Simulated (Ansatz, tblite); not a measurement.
Forces on Al2Si at its B3LYP-D4/def2-TZVP geometry. Charge 0, multiplicity 1.

The xTB rows come from tblite. The restricted singlet is unstable towards broken spin symmetry in Hartree–Fock (as tested in another run); at PBE-D4/def2-TZVP this wasn't settled. At PBE-D4/def2-TZVP an occupied level lies above an empty one. Another isomer (triplet) lies 1.89 eV lower at PBE0-D4/def2-TZVP; other spin states weren't run for this one.

GFN2-xTB (tblite), largest force 0.49 eV/Å:

```xyz
3
positions Å, forces eV/Å
Al    2.367   -0.126   -1.191   -0.435    0.023    0.220
Al   -0.110    0.006    0.057    0.029   -0.002   -0.018
Si   -2.258    0.120    1.134    0.405   -0.021   -0.202
```

PBE-D4/def2-TZVP (Ansatz), largest force 0.26 eV/Å:

```
Al 0.008 0.000 -0.004
Al 0.226 -0.012 -0.114
Si -0.234 0.012 0.118
```
